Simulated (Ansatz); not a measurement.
A made-up structure of SiH3O (charge -1), singlet:

```
atom    x (Å)    y (Å)    z (Å)
  O1   0.2615  -0.6409   0.8912
 Si2   0.1511   0.2033  -0.6476
  H3   1.3375  -0.2098  -1.3096
  H4  -1.3571  -0.0026  -0.9422
  H5  -0.0859   1.6450  -0.1291
```

It is relaxed with PBE-D4/def2-SVPD and then PBE0-D4/def2-TZVPD (Ansatz 0.2.0). Atoms count as bonded within 1.22 times the sum of their covalent radii (H–H: 0.88 Å). The end point is not checked to be a true minimum.

Does its bonding change? (Judge from chemistry; the calculation decides.)

Computed: No: no bond forms or breaks.

Where it ends: The first stage lowers the energy by 1.43 eV in 6 steps. It ends as SiH₃O ([O][SiH3]), total charge -1:
```xyz
5
angstrom
O 0.2585 -0.6760 0.9786
Si 0.0737 0.1446 -0.3400
H 1.1234 -0.0578 -1.4365
H -1.2202 -0.0865 -1.1259
H 0.0718 1.6707 -0.2134
```

Labels in which every atom is bracketed show which atoms are joined, not bond orders.

For scale, one of the runs: PBE0-D4/def2-TZVPD relaxation, 110 basis functions, launched by `ansatz run in.yaml --threads 2 --pin off --events-out ev --progress --plain --max-ram 4352MiB`. Hardware: 2 CPU threads of an Arm Neoverse V2, shared host. Wall time about 6.5 s.
